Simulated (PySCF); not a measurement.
Gas-phase reaction: Si + SiH4 + 2 SiCl2 ⇌ 4 SiHCl

Method: PySCF energies plus ideal-gas RRHO corrections (1 bar). † marks an energy on the PBE0/def2-TZVP geometry and frequencies; other levels use their own. CCSD(T) freezes the core. Open shells (unrestricted): Si (multiplicity 3, electronic degeneracy 9); the rest are closed-shell singlets. Spin-orbit splitting is ignored; it lowers the true energy and changes the entropy of Si. SiHCl: computed as isolated molecules; such fragments, hydroxides, amides, oligomers or adducts are transient or little studied in the gas. CCSD(T) isn't extrapolated to the basis-set limit; its ΔH°(298 K) is 101.8 kJ in def2-SVP and 88.5 kJ in def2-TZVPP. The harmonic model lacks anharmonicity and excited electronic states, which grow with temperature; levels with a mode under 35 cm⁻¹ are left out.

| level | ΔE electronic, kJ | ΔH°(298 K), kJ | ΔS°(298 K), J/K | ΔG°(1200 K), kJ |
|---|---|---|---|---|
| BLYP/def2-TZVP† | 82 | 67 | 68 | -11 |
| CCSD(T)/def2-TZVPP† | 104 | 88 | 68 | 10 |
| M06-2X/def2-TZVP† | 86 | 71 | 68 | -8 |
| PBE/def2-SVP | 107 | 92 | 68 | 14 |
| PBE0/def2-QZVP† | 112 | 97 | 68 | 18 |
| PBE0/def2-SVP† | 120 | 105 | 68 | 27 |
| PBE0/def2-TZVP | 112 | 97 | 68 | 19 |
ΔH° is lowest at BLYP/def2-TZVP† and highest at PBE0/def2-SVP†. No reference value is set beside these.
